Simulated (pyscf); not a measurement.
PySCF, gas phase, ωB97X-D3(BJ)/def2-SVP geometries. Correlated levels are frozen-core, on RHF or UHF. ΔMP2 is the change of the MP2 total energy from the triple- to the quadruple-zeta basis.

Problem. What are the homolytic bond dissociation enthalpies (298 K) of `[OH][PH2]` at CCSD(T)/def2-TZVPP + ΔMP2(QZVPP), weakest first?

Solution. H–P to HO–PH• + H•: 76.8 kcal/mol; H–O to •O–PH₂ + H•: 83.8 kcal/mol; O–P to OH• + PH₂•: 88.2 kcal/mol. Ring and multiple bonds, and those that leave no two simple radicals, are not listed. •O–PH₂ lies 8.3 kcal/mol over its isomer HO–PH•, and others may lie lower still (electronic energy, ωB97M-D3(BJ)). Other isomers of HO–PH• were not searched in full and may lie lower. The CCSD(T) − MP2 part came from Ansatz, without density fitting, on the same reference. Left out: the spin-orbit lowering of OH.
